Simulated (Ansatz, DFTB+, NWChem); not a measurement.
Loss of H2: C2H2 → C2 + H2

Gas-phase species: C2H2 (acetylene) `C#C`, singlet; C2, singlet; H2, singlet. This is a balance of energies; it says nothing on the path, which may need atoms to shift.

Shapes, held fixed at every level: PBE0-D4/def2-TZVP. Programs: Ansatz 0.2.0, DFTB+ 25.1, NWChem 7.3.0. A level may come from different programs for different species; with the same settings they agree closely. Electronic energies: no zero-point or thermal term.

| level | kind | ΔE (kJ/mol) |
| --- | --- | --- |
| DFTB2-D4 | semi-empirical | +694.2 |
| HF/STO-3G | Hartree–Fock | +827.5 |
| HF/3-21G | Hartree–Fock | +836.2 |
| HF/def2-SVP | Hartree–Fock | +851.4 |
| B3LYP/6-31G* (Cartesian functions) | global hybrid | +703.1 |
| PBE0/def2-SVP | global hybrid | +761.4 |

PBE0/def2-SVP gives ΔE = +761.4 kJ/mol; the levels span +694.2 to +851.4. DFTB2-D4 strays far from the other rows. The median of the levels is +794.5. No measured value is set beside it here. PBE0/def2-SVP lies outside the range of the other correlated levels here, so it shouldn't be taken on trust. Rows in sets without polarisation functions are far from converged.
